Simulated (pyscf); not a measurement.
Thermochemistry of product channels of `[Cl][Cl]` + `[CH3]` [doublet] on the doublet surface, in kJ/mol, from CCSD(T)/def2-TZVPP + ΔMP2(QZVPP) energies (ideal gas, 1 atm, RRHO with modes under 100 cm⁻¹ raised to 100, one conformer, R ln 2 for chiral ones without a mode under 150 cm⁻¹). Optimised with ωB97X-D3(BJ)/def2-SVP in PySCF. Correlated levels are frozen-core, on RHF or UHF. ΔMP2 is the change of the MP2 total energy from the triple- to the quadruple-zeta basis.

```
products                                            ΔE  ΔH(298 K)  ΔG(600 K)  ΔG(1200 K)
----------------------------------------------  ------  ---------  ---------  ----------
`[CH2][Cl]` [doublet] + `[ClH]`                 -122.9     -125.3     -135.7      -146.5
`[ClH]` + `[Cl]` [doublet] + `[CH2]` [triplet]       …     +266.9     +192.3           …
```

Task: Complete the blanks.

Result: 
- `[ClH]` + `[Cl]` [doublet] + `[CH2]` [triplet], ΔE: +279.2
- `[ClH]` + `[Cl]` [doublet] + `[CH2]` [triplet], ΔG(1200 K): +115.2

These are energies of the channels, which say nothing of barriers. The CCSD(T) − MP2 part came from Ansatz, without density fitting, on the same reference. Left out: orbital degeneracy and the spin-orbit lowering of Cl.
